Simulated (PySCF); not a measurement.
Gas-phase reaction: H3SiCCH + 4 C2H5 + 4 SiH4 → 5 ethylsilane

Method: PySCF energies plus ideal-gas RRHO corrections (1 bar). S°(298 K) at PBE0/def2-TZVP differs from the NASA 1993 table for C2H5 (+9 J/mol/K); whether the harmonic model or the table's entry is off was not settled. † marks an energy on the PBE0/def2-TZVP geometry and frequencies; other levels use their own. CCSD(T) freezes the core. 6-31G* has spherical d functions here. Open shells (unrestricted): C2H5 (multiplicity 2); the rest are closed-shell singlets. B3LYP is the form with VWN-RPA correlation. CCSD(T) isn't extrapolated to the basis-set limit; its ΔH°(298 K) is -980.3 kJ in def2-SVP and -999.5 kJ in def2-TZVPP. The harmonic model lacks anharmonicity and excited electronic states, which grow with temperature; levels with a mode under 35 cm⁻¹ are left out. Internal rotation in C2H5, ethylsilane is treated as a harmonic vibration of one conformer, which makes the entropy rough.

| level | ΔE electronic, kJ | ΔH°(298 K), kJ | ΔS°(298 K), J/K | ΔG°(600 K), kJ |
|---|---|---|---|---|
| B3LYP/6-31G* | -1047 | -954 | -620 | -580 |
| B3LYP/def2-TZVP† | -999 | -908 | -622 | -533 |
| BLYP/def2-TZVP† | -950 | -860 | -622 | -485 |
| CCSD(T)/def2-SVP† | -1071 | -980 | -622 | -605 |
| CCSD(T)/def2-TZVPP† | -1090 | -999 | -622 | -624 |
| HF/6-31G* | -816 | -719 | -617 | -346 |
| M06-2X/def2-TZVP† | -1118 | -1027 | -622 | -652 |
| PBE/def2-TZVP† | -1083 | -992 | -622 | -617 |
| PBE0/def2-QZVP† | -1099 | -1009 | -622 | -634 |
| PBE0/def2-SVP† | -1131 | -1040 | -622 | -665 |
| LDA/def2-TZVP† | -1308 | -1217 | -622 | -842 |
ΔH° is lowest at LDA/def2-TZVP† and highest at HF/6-31G*. No reference value is set beside these.
